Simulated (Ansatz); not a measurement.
# How far each method lies from full CI for HBC, singlet

Geometry: a point of a stretch scan, not a stationary point.

```xyz
3

B     0.0000    0.0000   -0.3639
C     0.0000    0.0000   -1.8281
H     0.0000    0.0000    2.1921
```

Basis 6-31G; Ansatz 0.2.0. Only valence electrons are correlated (noble-gas cores frozen), which leaves 8 electrons in 18 orbitals. R marks a restricted (for open shells ROHF) determinant, U an unrestricted one. Active spaces: valence = (8e, 9o) chosen from the atoms' valence shells; pair = (2e, 2o) about the gap.

Full CI is exact within this basis and frozen core; it isn't the basis-set limit. The frozen core follows each run's orbitals, which can shift R against U totals by a few meV.

The determinant fills πx and πy unequally, so it is a mixture of Σ and Δ, which weighs on every level built on one determinant.

RHF is unstable: UHF (⟨S²⟩ = 2.46) lies 3.40 eV below the lowest RHF solution. Higher spins weren't run at this geometry and may lie near or lower.

```
UHF ⟨S²⟩                            : 2.458
⟨S²⟩ of the determinant under UCCSD : 1.000
T1 diagnostic (RCCSD)               : 0.0296
largest doubles amplitude (RCCSD)   : 0.417
```

```tsv
level	E − E(full CI) (kcal/mol)	wall time
RHF†	151.00	–
UHF†	72.68	0.36 s
RMP2†	60.97	–
UMP2†	45.74	–
CISD†	38.74	0.33 s
RCCSD*†	22.55	–
UCCSD*†	6.09	–
RCCSD(T)*†	15.31	0.54 s
UCCSD(T)*†	-6.92	3.3 s
BCCD(T)*†	15.29	0.57 s
RCCSDT*†	14.06	–
UCCSDT*†	14.27	–
CISDTQ	5.62	1.6 s
RCCSDT(Q)*†	13.00	1.2 s
UCCSDT(Q)*†	10.73	11 s
RCCSDTQ*†	12.26	8 s
UCCSDTQ*†	-15.37	34 s
CASSCF (pair space)†	99.89	–
NEVPT2 (pair space)†	38.32	0.36 s
CASSCF (valence space)	20.06	–
NEVPT2 (valence space)	5.72	2.7 s
MRCISD (valence space)	0.48	–
MRCISD+Q (valence space)	0.12	3.5 s
```

An asterisk marks runs whose energy the program itself flagged as in doubt. A dagger marks rows that describe another state than the reference (another or a broken symmetry, a higher spin or other natural occupations), so the difference holds a gap between states beside the method's error.

Times hold each run's SCF and search for its determinant on a shared host, so for small cases they say little of a method's own cost; they ran on 1 thread of Arm Neoverse V2.

The restricted determinant belongs to another symmetry than the lowest state (B2); the lowest full-CI state of the determinant's symmetry (A1) lies 0.522 eV higher, and methods that keep that symmetry describe that state.

Unrestricted levels hold only the spin's projection, and here they fall towards a lower state of higher spin.

The full-CI state has the irrep B2 of C2v, in the program's axes (one component, if the state is degenerate).

Natural occupations of full CI about the gap: 1.968 1.851 1.648 1.004 0.956 0.328 0.141 0.060 0.018 0.007; effectively unpaired electrons, Σ n²(2−n)², 2.80. No single determinant describes this state well, so single-reference rows can miss without a flag.
